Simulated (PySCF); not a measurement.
# Scalar relativity in Cl (chlorine, neutral)

[Ne] 3s2 3p5, 2P determinant; UHF calculated with PySCF 2.14 in dyall-av3z (19s12p3d2f, 84 functions), once non-relativistic with a point nucleus and once with spin-free X2C-1e and a Gaussian nucleus.

| shell | ε non-rel. (eV) | ε X2C (eV) | rms r non-rel. (bohr, spins averaged) | rms r X2C (bohr, spins averaged) | change of radius (%) |
| --- | --- | --- | --- | --- | --- |
| 1s α | -2854.2 | -2864.4 | 0.1058 | 0.1052 | -0.59 |
| 1s β | -2853.9 | -2864.1 | 0.1058 | 0.1052 | -0.59 |
| 2s α | -288.78 | -290.59 | 0.4808 | 0.4786 | -0.46 |
| 2s β | -288.48 | -290.28 | 0.4808 | 0.4786 | -0.46 |
| 2p α | -219.93 | -219.96 | 0.4515 | 0.4509 | -0.15 |
| 2p β | -219.36 | -219.39 | 0.4515 | 0.4509 | -0.15 |
| 3s α | -30.918 | -31.095 | 1.678 | 1.672 | -0.35 |
| 3s β | -27.603 | -27.779 | 1.678 | 1.672 | -0.35 |
| 3p α | -14.396 | -14.379 | 2.015 | 2.014 | -0.02 |
| 3p β | -13.081 | -13.063 | 2.015 | 2.014 | -0.02 |

The total energy goes from -459.4892 to -460.9031 hartree.

Ionisation energy, Cl [Ne] 3s2 3p5 (2P) → Cl⁺ [Ne] 3s2 3p4 (3P) (eV):

| method | non-relativistic | spin-free X2C | shift |
| --- | --- | --- | --- |
| UHF | 11.765 | 11.747 | -0.018 |
| LDA | 13.202 | 13.186 | -0.016 |
| PBE | 12.972 | 12.955 | -0.017 |
| PBE0 | 12.955 | 12.938 | -0.017 |
| r2SCAN | 12.996 | 12.980 | -0.016 |
| MP2 (valence) | 12.760 | 12.745 | -0.016 |
| SCS-MP2 (valence) | 12.761 | 12.745 | -0.016 |
| CCSD (valence) | 12.722 | 12.707 | -0.015 |
| CCSD(T) (valence) | 12.771 | 12.756 | -0.015 |

Relativity contracts and stabilises s shells directly. The contracted s shells screen the nucleus better, so for spin-averaged p shells the direct and indirect effects partly cancel.
